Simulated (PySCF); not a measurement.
Species: C4H3N.
Atom-mapped SMILES: `[N:1]#[C:2][CH:3]1[CH:4]=[CH:5]1` (hydrogens: H6 on C3; H7 on C4; H8 on C5)

Jobs on this species (8 atoms, 34 electrons) with PySCF (density fitting). Hardware of each: an Arm Neoverse V2 with one thread, no GPU (shared host). The host was shared with other jobs, so the times are rough.

Question: Rank these jobs by wall time, shortest first.
A. wB97X-D/def2-SVPD; 10 singlets by full TDDFT, 4 Tamm–Dancoff triplets, polarisability, ΔSCF ions; 124 basis functions
B. delta-SCF UKS SCAN, pcX-2 on the ionised atom, pcseg-1 elsewhere, spin-free X2C; ΔSCF core ionisation, 4 holes; 116 basis functions
C. PBE0/pcSseg-1; shieldings, ring-centre shieldings, charges and field gradients; 100 basis functions

Answer: C (5.1 s), B (15 s), A (59 s).

All jobs:

```json
{"level and settings": "PBE0/pcSseg-1", "work": "shieldings, ring-centre shieldings, charges and field gradients", "basis functions": "100", "SCF cycles": "13", "wall time": "5.1 s"}
{"level and settings": "PBE0-D3(BJ)/def2-SVP, grid level 1", "work": "geometry optimisation from an MMFF94s start", "basis functions": "85", "SCF cycles": "38", "wall time": "11 s"}
{"level and settings": "delta-SCF UKS SCAN, pcX-2 on the ionised atom, pcseg-1 elsewhere, spin-free X2C", "work": "ΔSCF core ionisation, 4 holes", "basis functions": "116", "SCF cycles": "77", "wall time": "15 s"}
{"level and settings": "B97-2/pcSseg-2", "work": "shieldings, ring-centre shieldings", "basis functions": "222", "SCF cycles": "13", "wall time": "15 s"}
{"level and settings": "B3LYP/pcJ-1", "work": "spin–spin couplings from 8 perturbed nuclei", "basis functions": "165", "SCF cycles": "14", "wall time": "17 s"}
{"level and settings": "wB97X-D/def2-SVPD", "work": "10 singlets by full TDDFT, 4 Tamm–Dancoff triplets, polarisability, ΔSCF ions", "basis functions": "124", "SCF cycles": "12", "wall time": "59 s"}
```

What do all jobs in the table cost together?

About 2.0 min; the longest takes about 48 % of that, and about 12 times as long as the shortest.
